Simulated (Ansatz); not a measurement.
**One element changed: atomization energies of HB–OH, HAl–OH**

Ansatz 0.2.0, functionals in def2-QZVPP, HF, MP2 and coupled cluster extrapolated from def2-TZVPP and def2-QZVPP (exp(−7.88 √X), X^−2.97); geometries are PBE0/def2-TZVP minima. Wave-function levels freeze the cores; HF, MP2 and coupled cluster are restricted for singlets and unrestricted otherwise, atoms included (their steps beyond CCSDT(Q) come from restricted open-shell runs), Kohn–Sham unrestricted where that lies lower. The best estimate adds to that CCSD(T) limit the step from CCSD(T) to the highest level run in a smaller set (CCSDT(Q)/cc-pVDZ). It lacks core correlation, which semilocal and hybrid functionals hold and which counts in their errors here, (a few kJ/mol in atomization energies of light atoms) is good to about 1 kcal/mol where the step is under 0.06 eV, as here, and is no measured value. An error is the level's value less this estimate. Energies are electronic, without zero-point terms. No spin–orbit coupling and no scalar relativity. CCSD(T)'s error is that step with its sign reversed, by construction, and steps from double-zeta sets run high. The species are chosen: bound, without strong static correlation by their natural occupations or amplitudes, in their lowest spin state as far as vertical gaps and like structures tell, and with a ladder that closes on the reference, so errors are smaller than for species at large; levels whose determinant breaks symmetry or spin markedly are left out.

```
        species                                                               bonds (Å)     quantity  symmetry of the states                         reference  value (kcal/mol)  error MP2  error CCSD(T)  error PBE  error BLYP  error r2SCAN
 HB–OH, doublet     B–O 1.333, B–H 1.201, O–H 0.961, angles at O 115°, angles at B 121°  atomization                      A'  limit + step to CCSDT(Q)/cc-pVDZ             325.0       10.0           -0.4       10.2         3.9           7.6
HAl–OH, doublet  O–Al 1.700, Al–H 1.613, O–H 0.957, angles at O 125°, angles at Al 118°  atomization                      A'  limit + step to CCSDT(Q)/cc-pVDZ             278.6        7.7           -0.4       -0.6        -3.4           1.5
```

The reference falls from B to Al, by 46.4 kcal/mol in all.
